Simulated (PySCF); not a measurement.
# C5H7F: the cost of one run

The runs use PySCF 2.14.0, with density-fitted response routines of our own; the level of theory stands in each step. All values are computed, except where a source is named. Atoms are numbered from 0 throughout.

**1. The starting structure**

13 atoms, charge 0, multiplicity 1; geometry from: GFN2-xTB. The atoms were then displaced at random by about 0.01 Å, so the start is not that level's minimum.

Bonds of the start (Å): C0–C1 1.34, C1–C2 1.51, C2–C3 1.45, C3–C4 1.34, C4–F5 1.35, C0–H6 1.08, C0–H7 1.06, C1–H8 1.07, C2–H9 1.11, C2–H10 1.08, C3–H11 1.07, C4–H12 1.07.

**2. Relaxing the molecule at PBE0-D3(BJ)/def2-SVP**

Job settings and geometry (Å):

```
{"job": {"xc": "PBE0", "basis": "def2-SVP", "d3": "d3bj", "grid": 1, "shake": 0.01, "kind": "geom"}, "charge": 0, "multiplicity": 1}
C      2.147560     0.348730     0.458230
C      1.238210     0.083190    -0.484350
C      0.016480    -0.780940    -0.275070
C     -1.177550     0.022130    -0.482450
C     -2.086690     0.257810     0.466500
F     -3.194480     1.004000     0.256480
H      2.986210     1.005110     0.261810
H      2.056060    -0.009860     1.450360
H      1.347170     0.498510    -1.460610
H      0.045860    -1.198690     0.750840
H      0.047330    -1.602840    -0.981060
H     -1.364840     0.430260    -1.459060
H     -2.055500    -0.074290     1.488060
```

The run is started by

```console
> OMP_NUM_THREADS=1 python probes_run.py task.json out
```

This one command runs all jobs of the session in turn.

Q: Estimate the wall time and peak memory of this first job on 1 thread of Arm Neoverse V2, shared host.

About 34 s, with a peak of 0.51 GiB.
